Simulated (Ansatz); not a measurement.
# [Tm(NH3)6]3+ (TmN₆H₁₈ (+3)): a ladder of methods and basis sets

One table from this session's results is given with a row withheld; the runs are named, their logs left out.

Method: as each input shows; program: Ansatz 0.2.0, Gaussian basis.

The runs, in order: PBE-D4/def2-TZVP, r2SCAN-D4/def2-TZVP, PBE-D4/def2-SVP, PBE0-D4/def2-SVP, MP2/def2-SVP.

4 further runs of the same task are left out: 4 that didn't finish. Runs told in other sessions of the task aren't counted.

### The structure

The triplet was relaxed beforehand with PBE-D4/def2-SVP.

25 atoms, charge 3, spin multiplicity 3.

Atoms are counted from 1 here; the program's logs count them from 0.

Bond lengths: Tm1–N2 2.482 Å, Tm1–N6 2.482 Å, Tm1–N10 2.462 Å, Tm1–N14 2.462 Å, Tm1–N18 2.459 Å, Tm1–N22 2.461 Å, N2–H3 1.038 Å, N2–H4 1.038 Å, N2–H5 1.038 Å, N6–H7 1.038 Å, N6–H8 1.038 Å, N6–H9 1.038 Å, N10–H11 1.038 Å, N10–H12 1.038 Å, N10–H13 1.038 Å, N14–H15 1.038 Å, N14–H16 1.039 Å, N14–H17 1.038 Å and more. Angles: N2–Tm1–N6 179.4°, N2–Tm1–N10 88.4°, N2–Tm1–N14 92.1°, N2–Tm1–N18 89.1°, N2–Tm1–N22 90.6°, N6–Tm1–N10 92.2°, N6–Tm1–N14 87.2°, N6–Tm1–N18 91.0°, N6–Tm1–N22 89.3°, N10–Tm1–N14 179.4°, N10–Tm1–N18 90.1°, N10–Tm1–N22 89.6°, N14–Tm1–N18 90.1°, N14–Tm1–N22 90.2°, N18–Tm1–N22 179.6°, Tm1–N2–H3 115.5°, Tm1–N2–H4 115.7°, Tm1–N2–H5 115.5° and more.

Tm takes a core potential in the def2 sets. No spin-orbit coupling is included. The ion is computed in the gas phase, without counter-ions or solvent.

PBE0-D4/def2-TZVP was run before; its log isn't repeated, and its numbers join the tables.

The first run:

start.molden holds the orbitals of an earlier run on this state, given as this run's starting guess.

Contents of in.yaml:

```yaml
crystal:
  periodic: [false, false, false]
  atoms:
    - {symbol: Tm, position_ang: [0.003090, 0.002371, 0.002106]}
    - {symbol: N, position_ang: [0.029164, 0.024031, 2.483881]}
    - {symbol: H, position_ang: [0.877654, 0.434022, 2.918203]}
    - {symbol: H, position_ang: [-0.037656, -0.904713, 2.942729]}
    - {symbol: H, position_ang: [-0.739098, 0.556697, 2.934677]}
    - {symbol: N, position_ang: [-0.050607, -0.021159, -2.479551]}
    - {symbol: H, position_ang: [-0.878784, -0.481933, -2.902808]}
    - {symbol: H, position_ang: [0.742704, -0.505674, -2.941659]}
    - {symbol: H, position_ang: [-0.046272, 0.909700, -2.939555]}
    - {symbol: N, position_ang: [2.464221, -0.018126, 0.043824]}
    - {symbol: H, position_ang: [2.911986, 0.917978, 0.021947]}
    - {symbol: H, position_ang: [2.913011, -0.514936, -0.749586]}
    - {symbol: H, position_ang: [2.887835, -0.466159, 0.878436]}
    - {symbol: N, position_ang: [-2.458231, 0.014575, -0.062918]}
    - {symbol: H, position_ang: [-2.876013, 0.580650, -0.825828]}
    - {symbol: H, position_ang: [-2.924083, 0.379920, 0.790758]}
    - {symbol: H, position_ang: [-2.895639, -0.917854, -0.191850]}
    - {symbol: N, position_ang: [0.017717, 2.461017, 0.019818]}
    - {symbol: H, position_ang: [0.304597, 2.885479, 0.922296]}
    - {symbol: H, position_ang: [-0.899016, 2.907387, -0.174045]}
    - {symbol: H, position_ang: [0.651214, 2.909224, -0.669651]}
    - {symbol: N, position_ang: [-0.000129, -2.458146, -0.002827]}
    - {symbol: H, position_ang: [-0.219870, -2.889977, -0.920690]}
    - {symbol: H, position_ang: [-0.679713, -2.904878, 0.642544]}
    - {symbol: H, position_ang: [0.901927, -2.899526, 0.259770]}
basis:
  gaussian: {orbitals: def2-TZVP, initial_orbitals: start.molden}
total_charge: 3
magnetization: {spin_polarized: true, initial_magnetization: 2}
hamiltonian: {xc: pbe, dispersion: d4}
scf: {omitted_lower_state_checks: [starts]}
output: {orbitals: {seedname: orbitals}}
```

The run is started by

```console
> ansatz run in.yaml --threads 4 --pin off --events-out ev --progress --plain --max-ram 6963MiB
```

Steps of the session up to this table: PBE-D4/def2-TZVP; r2SCAN-D4/def2-TZVP; PBE-D4/def2-SVP; PBE0-D4/def2-SVP; MP2/def2-SVP.

One table of the session follows, with a row left open; its other results are not shown here.

It belongs to the step «Levels side by side». 

| level | HOMO (eV) | LUMO (eV) | gap (eV) |
| --- | --- | --- | --- |
| PBE-D4/def2-SVP | -19.29 | -18.56 | 0.74 |
| PBE-D4/def2-TZVP | -19.37 | -18.62 | 0.75 |
| r2SCAN-D4/def2-TZVP | -19.76 | -17.59 | 2.17 |
| PBE0-D4/def2-SVP | ? | ? | ? |
| PBE0-D4/def2-TZVP | -21.51 | -15.24 | 6.27 |

Q: Estimate the row for PBE0-D4/def2-SVP from the others.

**Answer.** HOMO (eV): -21.53; LUMO (eV): -15.28; gap (eV): 6.25. In the column «HOMO (eV)» it is the lowest.
